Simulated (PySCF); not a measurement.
Species: C5H10N (doublet state).
Cartesian coordinates in Å at the GFN2-xTB level; atoms count from 1:
```xyz
16
C5H10N angstrom
C      2.466   -0.706   -0.504
C      1.140   -0.980   -0.326
C      0.161   -0.164    0.232
C      0.417    1.205    0.769
N     -1.120   -0.671    0.377
C     -2.283    0.171    0.500
H      3.116   -1.430   -0.958
H      2.916    0.225   -0.212
H      0.797   -1.953   -0.663
H     -0.142    1.958    0.210
H      1.472    1.444    0.701
H      0.116    1.271    1.816
H     -1.278   -1.523   -0.144
H     -2.155    0.861    1.333
H     -2.483    0.757   -0.408
H     -3.149   -0.456    0.703
```

The hyperfine couplings belong to this conformer and change with its torsions.

Identity: `C[C](NC)C=C` [radical].

Level of theory: UKS B3LYP, pcH-1 on C H N, non-relativistic, mean-field spin-orbit, GIAO in PySCF 2.14.0. Isolated species at its GFN2-xTB geometry (one conformer only). A GFN2-xTB geometry isn't a minimum of the functional, and hyperfine couplings can be far from their values at a DFT geometry. The frame is twisted about the C3–N5 bond at this geometry (dihedral C2–C3–N5–H13 = -14°); couplings at other torsion angles weren't computed. The SCF solution wasn't tested for stability.

Where do the isotropic ENDOR lines of N5, H7, H8, H10/H11/H12, H14/H15/H16, H9 and H13 fall at 348.4 mT, to first order?

ν± = |νn ± a/2|, one line for each electron-spin manifold; νn = |g_N| × 7.62259 MHz/T × B.

```json
{"nuclei": "N5", "isotope": "14N", "g_N": "0.4038", "νn (MHz)": "1.07", "a_iso (MHz)": "14.09", "lower line (MHz)": "5.97", "upper line (MHz)": "8.11"}
{"nuclei": "H7", "isotope": "1H", "g_N": "5.5857", "νn (MHz)": "14.83", "a_iso (MHz)": "-36.64", "lower line (MHz)": "3.49", "upper line (MHz)": "33.16"}
{"nuclei": "H8", "isotope": "1H", "g_N": "5.5857", "νn (MHz)": "14.83", "a_iso (MHz)": "-34.77", "lower line (MHz)": "2.55", "upper line (MHz)": "32.22"}
{"nuclei": "H10/H11/H12", "isotope": "1H", "g_N": "5.5857", "νn (MHz)": "14.83", "a_iso (MHz)": "31.38", "lower line (MHz)": "0.86", "upper line (MHz)": "30.53"}
{"nuclei": "H14/H15/H16", "isotope": "1H", "g_N": "5.5857", "νn (MHz)": "14.83", "a_iso (MHz)": "13.65", "lower line (MHz)": "8.01", "upper line (MHz)": "21.66"}
{"nuclei": "H9", "isotope": "1H", "g_N": "5.5857", "νn (MHz)": "14.83", "a_iso (MHz)": "7.57", "lower line (MHz)": "11.05", "upper line (MHz)": "18.62"}
{"nuclei": "H13", "isotope": "1H", "g_N": "5.5857", "νn (MHz)": "14.83", "a_iso (MHz)": "-5.03", "lower line (MHz)": "12.32", "upper line (MHz)": "17.35"}
```

Which pairs are centred on the nuclear Larmor frequency, and which on half the coupling?

Centred on νn, since |a| < 2νn: H14/H15/H16, H9 and H13. Centred on |a|/2 and split by 2νn: N5, H7, H8 and H10/H11/H12.

At what field would the lower line of N5 fall to zero frequency?

Where νn = |a|/2, that is B = 7.04 MHz/(0.4038 × 7.62259 MHz/T) = 2290 mT, as far as first order holds there.

Means are taken over nuclei equivalent by connectivity, which assumes that they swap fast. The three 1H nuclei of mean +31.4 MHz run from 1.5 to 46.9 MHz in the frozen geometry. The three 1H nuclei of mean +13.7 MHz run from 0.3 to 31.2 MHz in the frozen geometry.

Largest spin populations (Mulliken): C1 (+0.60), C3 (+0.50), C2 (-0.20) and N5 (+0.13). The positive populations add up to 1.31 and the negative ones to -0.31, together 2S = 1. The angles at C1 add up to 360.0°, so it is planar.
